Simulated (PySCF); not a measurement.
Bonds broken one at a time in the series vinyl-X. All species are isolated molecules in the gas phase. One relaxed conformer stands for each flexible species; it need not be the lowest. Strings in code marks are SMILES.

These are PBE-D3(BJ)/def2-TZVP // CAM-B3LYP-D3(BJ)/def2-TZVP (PySCF) values and carry that method's errors. 

| species | dipole moment (D) |
|---|---|
| whole molecule (`C=CC`) | 0.43 |
| whole molecule (`C=CBr`) | 1.37 |
| whole molecule (`C=CI`) | 1.22 |
| whole molecule (`C=CN(C)C` (C–C–N–C torsion 6°)) | – |
| radical fragment (`O=[C]O` (O–C–O–H torsion 0°)) | – |
| whole molecule (`C=C[SiH3]`) | 0.74 |
| whole molecule (`C=CC=C` (C–C–C–C torsion 180°)) | – |
| radical fragment (`[BH2]`) | 0.51 |
